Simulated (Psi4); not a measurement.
**SClO2F (sulfuryl chloride fluoride) at 3 levels**

Wanted: a comparison of 3 runs (B2PLYP/def2-SVP, DSD-PBEP86/def2-SVP, wB97M-V/def2-SVP) of SClO2F (sulfuryl chloride fluoride). 

The calculation is run with Psi4 1.11.

### 1 The system as given

The species is SClO2F (5 atoms), meant as a singlet with charge 0. As SMILES, `O=S(=O)(F)Cl`. The S2–F4 distance was set to 2.326 Å, away from the relaxed value. At this shape a bond of the SMILES string is far longer than usual.

Bond lengths: O1–S2 1.410 Å, S2–O3 1.410 Å, S2–Cl5 1.994 Å. Angles: O1–S2–O3 123.8°, O1–S2–Cl5 108.9°, O3–S2–Cl5 108.9°.

### 2 The energy at B2PLYP/def2-SVP (density fitting for correlation) (run 1)

clfo2s.py reads:

```python
import psi4

psi4.set_memory(2200000000)
psi4.set_num_threads(1)
psi4.set_output_file('output.dat', False)

m = psi4.geometry("""
O
S 1 1.409829
O 2 1.409821 1 123.81627
F 2 2.3265 3 107.1143 1 -125.23012
Cl 2 1.994499 3 108.92965 1 129.97905
symmetry c1
no_reorient
no_com
""")

psi4.set_options({
    'basis': 'def2-SVP',
    'puream': True,
    'e_convergence': 1e-09,
    'd_convergence': 1e-08,
    'scf_type': 'pk',
    'dft_radial_points': 99,
    'dft_spherical_points': 590,
    'num_frozen_docc': 13,
})

e_tot, wfn = psi4.energy('b2plyp', return_wfn=True)
print(f'total energy {e_tot:.8f} hartree = {e_tot * 27.211386:.5f} eV')
```

Command:

```console
python clfo2s.py
```

output.dat:

```text
[...]
  Running in c1 symmetry.
[...]
  Nuclear repulsion =  315.955369418530154
[...]
  Multiplicity = 1
[...]
  Nalpha       = 29
  Nbeta        = 29
[...]
    Number of basis functions: 78
[...]
   @RKS iter   1: -1106.89188786865247    3.46568e-01   1.16163e-02 DIIS/ADIIS
[...]
   @RKS iter  15: -1107.25252294563938   -1.11413e-11   7.02796e-09 DIIS
[...]
  @RKS Final Energy: -1107.25252294563938
   => Energetics <=
    Nuclear Repulsion Energy =            315.9553694185301538
    One-Electron Energy =               -2156.3226046289641999
    Two-Electron Energy =                 772.0388055971288850
    DFT Exchange-Correlation Energy =     -38.9240933323342873
    Empirical Dispersion Energy =           0.0000000000000000
    VV10 Nonlocal Energy =                  0.0000000000000000
    Total Energy =                      -1107.2525229456393845
[...]
 Multipole Moments:
 ------------------------------------------------------------------------------------
     Multipole            Electronic (a.u.)      Nuclear  (a.u.)        Total (a.u.)
 ------------------------------------------------------------------------------------
 L = 1.  Multiply by 2.5417464519 to convert [e a0] to [Debye]
 Dipole X            :         -0.7945046           -0.6379769           -1.4324815
 Dipole Y            :          1.5025985           -1.5830359           -0.0804374
 Dipole Z            :          0.8020520           -0.8449676           -0.0429156
 Magnitude           :                                                    1.4353798
[...]
```

The script printed:

```text
total energy -1107.55260788 hartree = -30138.04153 eV
```

Run time: 18 s. Hardware: 1 thread of Intel Xeon at 2.50GHz (Skylake/Cascade Lake), shared host; peak memory 0.73 GiB.

### 3 The energy at DSD-PBEP86/def2-SVP (density fitting for correlation) (run 2)

clfo2s.dat reads:

```
memory 2200 MB

molecule mol {
  0 1
  O
  S 1 R2
  O 2 R3 1 A3
  F 2 R4 3 A4 1 D4
  Cl 2 R5 3 A5 1 D5

  R2 = 1.409829
  R3 = 1.409821
  A3 = 123.81627
  R4 = 2.3265
  A4 = 107.1143
  D4 = -125.23012
  R5 = 1.994499
  A5 = 108.92965
  D5 = 129.97905
  units angstrom
  symmetry c1
}

set {
  reference            rks
  puream               true
  e_convergence        1e-09
  d_convergence        1e-08
  scf_type             pk
  dft_radial_points    99
  dft_spherical_points 590
  num_frozen_docc      13
}

E, wfn = energy('dsd-pbep86/def2-SVP', return_wfn=True)
```

Command:

```console
psi4 -n 1 clfo2s.dat clfo2s.out
```

clfo2s.out:

```text
[...]
  Running in c1 symmetry.
[...]
  Nuclear repulsion =  315.955369418530154
[...]
  Multiplicity = 1
[...]
  Nalpha       = 29
  Nbeta        = 29
[...]
    Number of basis functions: 78
[...]
   @RKS iter   1: -1106.14146837988778    2.38089e-01   1.09376e-02 ADIIS/DIIS
[...]
   @RKS iter  16: -1106.47122473131139   -2.27374e-12   4.22664e-09 DIIS
[...]
  @RKS Final Energy: -1106.47122473131139
   => Energetics <=
    Nuclear Repulsion Energy =            315.9553694185301538
    One-Electron Energy =               -2155.7084973475402876
    Two-Electron Energy =                 756.4099903475687370
    DFT Exchange-Correlation Energy =     -23.1280871498699270
    Empirical Dispersion Energy =           0.0000000000000000
    VV10 Nonlocal Energy =                  0.0000000000000000
    Total Energy =                      -1106.4712247313113949
[...]
 Multipole Moments:
 ------------------------------------------------------------------------------------
     Multipole            Electronic (a.u.)      Nuclear  (a.u.)        Total (a.u.)
 ------------------------------------------------------------------------------------
 L = 1.  Multiply by 2.5417464519 to convert [e a0] to [Debye]
 Dipole X            :         -0.8791059           -0.6379769           -1.5170827
 Dipole Y            :          1.4998924           -1.5830359           -0.0831434
 Dipole Z            :          0.8006088           -0.8449676           -0.0443588
 Magnitude           :                                                    1.5200068
[...]
```

Run time: 21 s. Hardware: 1 thread of Intel Xeon at 2.50GHz (Skylake/Cascade Lake), shared host; peak memory 0.73 GiB.

### 4 A single-point energy at wB97M-V/def2-SVP (run 3)

run.py reads:

```python
import numpy as np
from ase.calculators.psi4 import Psi4
from ase import Atoms

atoms = Atoms(['O', 'S', 'O', 'F', 'Cl'], positions=[
    [0.533872, 0.069107, 1.842765],
    [0.757622, 0.086657, 0.450915],
    [1.815412, -0.597143, -0.182405],
    [-1.214690, -0.608760, -0.568390],
    [0.737422, 1.977337, -0.183865],
])
calc = Psi4(atoms=atoms, method='wb97m-v', basis='def2-SVP', memory='2200MB', num_threads=1, charge=0, multiplicity=1, label='calc')
calc.psi4.set_options({'puream': True, 'e_convergence': 1e-09, 'd_convergence': 1e-08, 'scf_type': 'pk', 'dft_radial_points': 99, 'dft_spherical_points': 590})
atoms.calc = calc

print(f'energy: {atoms.get_potential_energy():.6f} eV')
```

Command:

```console
python run.py
```

calc.dat:

```text
[...]
  Running in c1 symmetry.
[...]
  Nuclear repulsion =  315.955364558426822
[...]
  Multiplicity = 1
[...]
  Nalpha       = 29
  Nbeta        = 29
[...]
    Number of basis functions: 78
[...]
   @RKS iter   1: -1107.52064571608821    3.52355e-01   1.21535e-02 DIIS/ADIIS
[...]
   @RKS iter  16: -1107.92192530340549   -2.72848e-12   7.84236e-09 DIIS
[...]
  @RKS Final Energy: -1107.92192530340549
   => Energetics <=
    Nuclear Repulsion Energy =            315.9553645584268224
    One-Electron Energy =               -2156.4504080051779056
    Two-Electron Energy =                 794.2327475207174530
    DFT Exchange-Correlation Energy =     -61.8983328425776307
    Empirical Dispersion Energy =           0.0000000000000000
    VV10 Nonlocal Energy =                  0.2387034652057110
    Total Energy =                      -1107.9219253034054873
[...]
 Multipole Moments:
 ------------------------------------------------------------------------------------
     Multipole            Electronic (a.u.)      Nuclear  (a.u.)        Total (a.u.)
 ------------------------------------------------------------------------------------
 L = 1.  Multiply by 2.5417464519 to convert [e a0] to [Debye]
 Dipole X            :         -0.6354350            1.4991955            0.8637606
 Dipole Y            :          1.4530716           -0.4338254            1.0192462
 Dipole Z            :         -0.8801617            1.0914190            0.2112573
 Magnitude           :                                                    1.3526177
[...]
```

The script printed:

```text
energy: -30148.091194 eV
```

Wall time 2.6 min (1 thread of Intel Xeon at 2.50GHz (Skylake/Cascade Lake), shared host); peak memory 1.4 GiB.

### 5 Overview of the runs

| run | level | fitting correlation | frozen core orbitals | energy (Eh) | HOMO energy (eV) | LUMO energy (eV) | HOMO–LUMO gap (eV) | wall time |
| --- | --- | --- | --- | --- | --- | --- | --- | --- |
| 1 | B2PLYP/def2-SVP (density fitting for correlation) | density fitting | 13 | -1107.552608 | -11.33 | -4.21 | 7.12 | 18 s |
| 2 | DSD-PBEP86/def2-SVP (density fitting for correlation) | density fitting | 13 | -1106.941781 | -12.31 | -3.53 | 8.79 | 21 s |
| 3 | wB97M-V/def2-SVP | – | 0 | -1107.921925 | -12.20 | -3.20 | 9.00 | 2.6 min |

### 6 Summary of results

| quantity | value |
| --- | --- |
| run 3: total energy | -1107.92193 Eh |
| run 3: dipole moment | 3.44 D |
| run 3: HOMO energy | -12.20 eV |
| run 3: LUMO energy | -3.20 eV |
| run 3: HOMO–LUMO gap | 9.00 eV |

What this shows: The HOMO–LUMO gap runs from 7.12 eV (B2PLYP/def2-SVP) to 9.00 eV (wB97M-V/def2-SVP). A double hybrid's value is that of its SCF part. Totals of different functionals can't be ranked against each other. All runs together took 3.2 min, the longest 2.6 min.
